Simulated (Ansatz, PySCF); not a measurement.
This PySCF input computes a CCSD(T)/cc-pVDZ energy:

```python
from pyscf import gto, scf, mp, cc as ccmod

mol = gto.M(
    atom='''
    F    -0.00000000   -0.00000000   -0.09245367
    H     0.00000000    0.00000000    0.83208299
    ''',
    basis='cc-pvdz',
    charge=0,
    spin=0,
    verbose=4,
)

mf = scf.RHF(mol)
mf.conv_tol = 1e-10
mf.max_cycle = 100
mf.kernel()
mp2 = mp.MP2(mf, frozen=1).run()
cc = ccmod.CCSD(mf, frozen=1)
cc.max_cycle = 100
cc.kernel()
et = cc.ccsd_t()
print(f'E(CCSD(T)) = {cc.e_tot + et:.9f}')
```

Write an input for the same energy in Ansatz (a quantum-chemistry and plane-wave program) and say what it gives.


Ansatz 0.2 input:
```yaml
crystal:
  periodic: [false, false, false]
  atoms:
    - {symbol: F, position_ang: [-0.00000000, -0.00000000, -0.09245367]}
    - {symbol: H, position_ang: [0.00000000, 0.00000000, 0.83208299]}
basis:
  gaussian:
    orbitals: cc-pVDZ
magnetization: {spin_polarized: false}
correlation: {method: ccsd_t, electrons: outside_noble_gas}
```
It gives -100.22813 Eh, and PySCF -100.22813 Eh, a difference of 0.00 mEh.
